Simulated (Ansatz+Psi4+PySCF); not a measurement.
# singlet BF3: levels of theory in one basis

```xyz
4

B     0.0000    0.0000    0.0000
F     0.0000    1.3218    0.0000
F     1.1447   -0.6609    0.0000
F    -1.1447   -0.6609    0.0000
```

Basis set: cc-pVTZ (spherical functions). Frozen core: 4 orbitals. Charge 0, multiplicity 1.

Computed with Ansatz (development build ahead of 0.2.0) and Psi4 1.11; each method stands on the lowest determinant of its kind that the runs found.

```json
{"method": "RHF", "E − E(RHF) (eV)": "0.00", "<S²> of the determinant": "0.00"}
{"method": "RHF-MP2", "E − E(RHF) (eV)": "-22.91", "<S²> of the determinant": "–"}
{"method": "RHF-CCSD", "E − E(RHF) (eV)": "-22.90", "<S²> of the determinant": "–"}
```

What does RHF-CCSD(T) give on the same scale?

-23.57 eV.
